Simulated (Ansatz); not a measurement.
# BCl (SMILES [B]Cl): levels of theory compared

Aim: a comparison of 6 runs (r2SCAN/STO-3G, wB97M-V/STO-3G, wB97X/STO-3G, UMP2/STO-3G, CCSDT(Q)/STO-3G, UCCSD(T)/STO-3G) of BCl. 

The results are computed with Ansatz 0.2.0.

40 further runs of the same task are left out: 1 that didn't finish, 39 set aside as unsound or not needed.

## (1) The structure to begin with

BCl has 2 atoms, charge 0, and is taken as a singlet. SMILES: `[B]Cl`. The Cl2–B1 distance was set to 3.436 Å, away from the relaxed value.

## (2) The energy at r2SCAN/STO-3G (run 1)

The input, job.yaml:

```yaml
crystal:
  periodic: [false, false, false]
  atoms:
    - symbol: B
      position_ang: [-0.000000, -0.000000, -1.787510]
    - symbol: Cl
      position_ang: [0.000000, 0.000000, 1.648190]
basis:
  gaussian:
    orbitals: STO-3G
hamiltonian:
  xc: {name: r2SCAN}
accuracy: high
```

Started as:

```sh
$ ansatz run job.yaml --threads 1 --pin off --max-ram 3480MiB --events-out events.jsonl --progress --plain --runs-dir runs
```

Output:

```text
Warning: RAYON_NUM_THREADS=1 ignored (pool sized by the plan → 1); use --threads N
Functional definition: r2SCAN
  name "r2SCAN"
  parameter k0 = 0.174
  parameter k1 = 0.065
  parameter a1 = 4.9479
  exchange = r2scan_x(k0 = k0, k1 = k1, a1 = a1)
  correlation = r2scan_c
206 factors; integrals over basis functions are off by at most 1.0e-8 eV
mean field evaluation 1: about -13041.7918 eV, gradient 4.9e0 eV
mean field evaluation 2: about -12763.1475 eV, gradient 3.6e1 eV
mean field evaluation 4: about -12763.3456 eV, gradient 3.7e1 eV
mean field evaluation 8: about -13045.3072 eV, gradient 4.8e-1 eV
mean field evaluation 16: about -13045.3229 eV, gradient 7.0e-9 eV
mean field evaluation 32: about -13021.4245 eV, gradient 2.3e1 eV
mean field -13045.32287161 eV, -479.4067730944 hartree, gradient 1.4e-8 eV, S^2 0.000000; 3 other end points of the search recorded, 0 dependent functions left out
reference -13045.32287191 eV, -479.4067731052 hartree; 11, 11 occupied and 3, 3 virtual orbitals, 206 factors
Total energy: -13045.32287191 eV, -479.4067731052 hartree
```

Wall time 1.1 s (1 thread of Intel Xeon Platinum 8488C (Sapphire Rapids), shared host); peak memory 0.12 GiB.

## (3) The energy at wB97M-V/STO-3G (run 2)

The input, molecule.yaml:

```yaml
crystal:
  periodic: [false, false, false]
  atoms:
    - symbol: B
      position_ang: [-0.000000, -0.000000, -1.787510]
    - symbol: Cl
      position_ang: [0.000000, 0.000000, 1.648190]
basis:
  gaussian: {orbitals: STO-3G}
magnetization: {spin_polarized: false}
hamiltonian: {xc: {name: wB97M-V}}
accuracy: high
```

Started as:

```sh
$ ansatz run molecule.yaml --threads 1 --pin off --max-ram 3480MiB --events-out events.jsonl --progress --plain --runs-dir runs
```

Output:

```text
Warning: RAYON_NUM_THREADS=1 ignored (pool sized by the plan → 1); use --threads N
Functional definition: wB97M-V
  name "wB97M-V"
  parameter omega = 0.3/bohr
  parameter cx = 0.15
  parameter cx01 = 1.007
  parameter cx10 = 0.259
  parameter css00 = 0.443
  parameter css04 = -1.437
  parameter css10 = -4.535
  parameter css20 = -3.390
  parameter css43 = 4.278
  parameter cos00 = 1.000
  parameter cos10 = 1.358
  parameter cos20 = 2.924
  parameter cos21 = -8.812
  parameter cos60 = -1.390
  parameter cos61 = 9.142
  parameter b = 6.0
  parameter c = 0.01
  gx(w, u) = 1 - cx + cx01*u + cx10*w
  gss(w, u) = css00 + css04*u^4 + css10*w + css20*w^2 + css43*w^4*u^3
  gos(w, u) = cos00 + cos10*w + (cos20 + cos21*u)*w^2 + (cos60 + cos61*u)*w^6
  exchange = spin_sum(e_x_unif_sr(omega)*gx(b97_w, b97_u_x)) + cx*exact_x_sr(omega) + exact_x_lr(omega)
  correlation = spin_sum(e_c_pw_mod_same_spin*gss(b97_w, b97_u_same))
      + integral(e_c_pw_mod_opposite_spin*gos(b97_w_opposite, b97_u_opposite)) + vv10(b, c)
206 factors; integrals over basis functions are off by at most 1.0e-8 eV
101 factors; integrals over basis functions are off by at most 7.6e-10 eV
mean field evaluation 1: about -13044.2718 eV, gradient 4.3e0 eV
mean field evaluation 2: about -12776.1747 eV, gradient 9.2e1 eV
mean field evaluation 4: about -12939.4643 eV, gradient 2.0e2 eV
mean field evaluation 8: about -13046.7587 eV, gradient 2.8e-2 eV
mean field -13046.75871566 eV, -479.4595393899 hartree, gradient 3.8e-8 eV, S^2 0.000000; 0 other end points of the search recorded, 0 dependent functions left out
reference -13046.75871761 eV, -479.4595394615 hartree; 11, 11 occupied and 3, 3 virtual orbitals, 206 factors
Total energy: -13046.75871761 eV, -479.4595394615 hartree
```

It took 2.6 s on 1 thread of Intel Xeon Platinum 8488C (Sapphire Rapids), shared host; peak memory 0.19 GiB.

Runs 3 to 4 aren't shown in full; the table further down has their settings and results.

## (4) The energy at CCSDT(Q)/STO-3G (run 5)

Edit molecule.yaml of step 3 so:

```diff
@@ -9,4 +9,4 @@
   gaussian: {orbitals: STO-3G}
-magnetization: {spin_polarized: false}
-hamiltonian: {xc: {name: wB97M-V}}
+correlation: {method: ccsdt_q, frozen_orbitals: {B: 1, Cl: 5}}
 accuracy: high
+scf: {omitted_lower_state_checks: [cluster_reference, increment]}
```

Started as:

```sh
$ ansatz run molecule.yaml --threads 1 --pin off --max-ram 3480MiB --events-out events.jsonl --progress --plain --runs-dir runs
```

Output:

```text
Warning: RAYON_NUM_THREADS=1 ignored (pool sized by the plan → 1); use --threads N
[... 11 lines left out ...]
6 core orbitals not correlated: weight in the atoms' cores, before any rotation towards them, 1.000 or more for the frozen orbitals, at most 0.000 for the correlated occupied ones
[... 70 lines left out ...]
WARN: these amplitudes may be one of several solutions (largest doubles amplitude 0.75, level shift 7.04 eV)
Total energy: -13027.27538383 eV, -478.7435401513 hartree
Checks for a lower state left out: cluster_reference, increment
```

Run time: 0.36 s. Hardware: 1 thread of Intel Xeon Platinum 8488C (Sapphire Rapids), shared host.

## (5) The energy at UCCSD(T)/STO-3G (run 6)

The input, input.yaml:

```yaml
crystal:
  periodic: [false, false, false]
  atoms:
    - {symbol: B, position_ang: [-0.000000, -0.000000, -1.787510]}
    - {symbol: Cl, position_ang: [0.000000, 0.000000, 1.648190]}
basis:
  gaussian:
    orbitals: STO-3G
magnetization:
  spin_polarized: true
  initial_magnetization: 0
correlation:
  method: ccsd_t
  frozen_orbitals: {B: 1, Cl: 5}
accuracy: high
scf:
  omitted_lower_state_checks: [cluster_reference, increment]
```

Started as:

```sh
$ ansatz run input.yaml --threads 1 --pin off --max-ram 3480MiB --events-out events.jsonl --progress --plain --runs-dir runs
```

Output:

```text
Warning: RAYON_NUM_THREADS=1 ignored (pool sized by the plan → 1); use --threads N
[... 18 lines left out ...]
6 core orbitals not correlated: weight in the atoms' cores, before any rotation towards them, 1.000 or more for the frozen orbitals, at most 0.000 for the correlated occupied ones
[... 93 lines left out ...]
WARN: these amplitudes may be one of several solutions (largest doubles amplitude 0.83, level shift 0.00 eV)
Total energy: -13027.20873796 eV, -478.7410909606 hartree
Checks for a lower state left out: cluster_reference, increment
```

Wall time 0.58 s (1 thread of Intel Xeon Platinum 8488C (Sapphire Rapids), shared host).

## (6) All runs side by side

```tsv
run	level	frozen core orbitals	energy (Eh)	wall time
1	r2SCAN/STO-3G	–	-479.406773	1.1 s
2	wB97M-V/STO-3G	–	-479.459539	2.6 s
3	wB97X/STO-3G	–	-479.406641	1.5 s
4	UMP2/STO-3G	6	-478.714518	0.4 s
5	CCSDT(Q)/STO-3G	6	-478.743540	0.36 s
6	UCCSD(T)/STO-3G	6	-478.741091	0.58 s
```

## (7) What came out

| quantity | value |
| --- | --- |
| run 6: total energy | -478.74109 Eh |
| run 6: correlation energy (6 core orbitals frozen) | -45.6 mEh |
| run 6: (T) correction | -0.14 mEh |
| run 6: ⟨S²⟩ of the reference determinant | 0.951 |
| run 6: T1 diagnostic | 0.070 |

**Reading.** Totals of different functionals can't be ranked against each other. In run 5 the log says that unrestricted orbitals would lower the reference, so the values rest on an unstable closed-shell determinant (other closed-shell runs at this shape may share the fault). In runs 1, 2, 3, 4, 5, 6 the basis is minimal, so the values are rough. Spin contamination of the reference: run 4 ⟨S²⟩ = 0.95, run 6 ⟨S²⟩ = 0.95. Where it is this large, the reference is a mixture of spin states, and values that rest on it are in doubt. All runs together took 6.5 s, the longest 2.6 s.
